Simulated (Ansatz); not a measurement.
# CH₆N radical: one structure at several levels

The atoms stand at a displaced guess of a reacting structure. How far do the functionals agree with CCSD(T) there?

Method: single points in def2-TZVPP; program: Ansatz 0.2.0, Gaussian basis.

Correlated methods freeze the cores. Orbitals are unrestricted.

**1. Starting geometry**

8 atoms, charge 0, spin multiplicity 2.

Atoms are counted from 1 here; the program's logs count them from 0.

Bond lengths: N2–C3 1.316 Å, N2–H5 1.102 Å, C3–H6 1.039 Å, C3–H7 1.146 Å, C3–H8 1.090 Å. Angles: C3–N2–H5 102.2°, N2–C3–H6 110.0°, N2–C3–H7 94.4°, N2–C3–H8 127.3°, H6–C3–H7 90.9°, H6–C3–H8 120.7°, H7–C3–H8 97.9°.

Coordinates:

| atom | x (Å) | y (Å) | z (Å) |
| --- | --- | --- | --- |
| H1 | -1.1894 | -0.4433 | 0.7732 |
| N2 | -0.4730 | 0.5676 | -0.0490 |
| C3 | 0.7664 | 0.1254 | -0.0614 |
| H4 | -1.7968 | -1.4477 | 1.1672 |
| H5 | -0.8479 | 0.2362 | -1.0304 |
| H6 | 1.2226 | 0.3182 | 0.8522 |
| H7 | 1.2003 | 1.0904 | -0.5019 |
| H8 | 1.2110 | -0.5754 | -0.7682 |

**2. CCSD(T)/def2-TZVPP**

run/in.yaml reads:

```yaml
crystal:
  periodic: [false, false, false]
  atoms:
    - {symbol: H, position_ang: [-1.189400, -0.443300, 0.773200]}
    - {symbol: N, position_ang: [-0.473000, 0.567600, -0.049000]}
    - {symbol: C, position_ang: [0.766400, 0.125400, -0.061400]}
    - {symbol: H, position_ang: [-1.796800, -1.447700, 1.167200]}
    - {symbol: H, position_ang: [-0.847900, 0.236200, -1.030400]}
    - {symbol: H, position_ang: [1.222600, 0.318200, 0.852200]}
    - {symbol: H, position_ang: [1.200300, 1.090400, -0.501900]}
    - {symbol: H, position_ang: [1.211000, -0.575400, -0.768200]}
basis:
  gaussian: {orbitals: def2-TZVPP}
magnetization: {spin_polarized: true, initial_magnetization: 1}
correlation: {method: ccsd_t}
scf: {omitted_lower_state_checks: [cluster_reference]}
output: {forces: true}
```

The command line of these runs was not kept.

**3. PBE0-D4/def2-TZVPP**

run/in.yaml: that of step 2 with these lines changed.

```diff
@@ -14,4 +14,3 @@
 magnetization: {spin_polarized: true, initial_magnetization: 1}
-correlation: {method: ccsd_t}
-scf: {omitted_lower_state_checks: [cluster_reference]}
-output: {forces: true}
+hamiltonian: {xc: pbe0, dispersion: d4}
+output: {forces: true, orbitals: {seedname: orbitals}}
```

**4. wB97M-V/def2-TZVPP**

run/in.yaml: that of step 3 with these lines changed.

```diff
@@ -14,3 +14,3 @@
 magnetization: {spin_polarized: true, initial_magnetization: 1}
-hamiltonian: {xc: pbe0, dispersion: d4}
-output: {forces: true, orbitals: {seedname: orbitals}}
+hamiltonian: {xc: {name: wB97M-V}}
+output: {forces: true}
```

**5. r2SCAN-D4/def2-TZVPP**

run/in.yaml: that of step 4 with these lines changed.

```diff
@@ -14,3 +14,3 @@
 magnetization: {spin_polarized: true, initial_magnetization: 1}
-hamiltonian: {xc: {name: wB97M-V}}
+hamiltonian: {xc: r2scan, dispersion: d4}
 output: {forces: true}
```

**6. PBE-D4/def2-TZVPP**

run/in.yaml: that of step 5 with these lines changed.

```diff
@@ -14,3 +14,3 @@
 magnetization: {spin_polarized: true, initial_magnetization: 1}
-hamiltonian: {xc: r2scan, dispersion: d4}
+hamiltonian: {xc: pbe, dispersion: d4}
 output: {forces: true}
```

**7. r2SCAN0-D4/def2-TZVPP**

run/in.yaml: that of step 6 with these lines changed.

```diff
@@ -14,3 +14,3 @@
 magnetization: {spin_polarized: true, initial_magnetization: 1}
-hamiltonian: {xc: pbe, dispersion: d4}
+hamiltonian: {xc: {name: r2SCAN0}, dispersion: d4}
 output: {forces: true}
```

**8. LC-wPBE/def2-TZVPP**

run/in.yaml: that of step 7 with these lines changed.

```diff
@@ -14,3 +14,3 @@
 magnetization: {spin_polarized: true, initial_magnetization: 1}
-hamiltonian: {xc: {name: r2SCAN0}, dispersion: d4}
+hamiltonian: {xc: {name: LC-wPBE}}
 output: {forces: true}
```

(Steps that only read results are left out.)

Q: Predict the outcome of this session. Wanted: energy less free atoms, CCSD(T)/def2-TZVPP; RMS force component; RMS force error; HOMO and LUMO, PBE0-D4; T1 diagnostic.

The runs gave:

| quantity | value |
| --- | --- |
| energy less free atoms, CCSD(T)/def2-TZVPP | -2133.2 kJ/mol |
| RMS force component | 2.107 to 2.299 eV/Å over the methods |
| RMS force error | PBE0-D4 0.224, wB97M-V 0.137, r2SCAN-D4 0.213, PBE-D4 0.293, r2SCAN0-D4 0.234, LC-wPBE 0.182 eV/Å |
| HOMO and LUMO, PBE0-D4 | -6.73 and -2.81 eV |
| T1 diagnostic | 0.027 |

Against CCSD(T) the functionals' energies less atoms differ by -157.8 to -46.6 kJ/mol, PBE-D4 by -157.8 kJ/mol. A larger basis would deepen the CCSD(T) value, while the functionals are nearly converged already, so the order here is not reliable. The forces of wB97M-V come nearest to CCSD(T), those of PBE-D4 are farthest. Frozen-core CCSD(T) forces in triple zeta carry basis errors of their own, and this is one geometry, so small gaps rank nothing. The unrestricted reference is spin-contaminated, which hurts MP2 most.
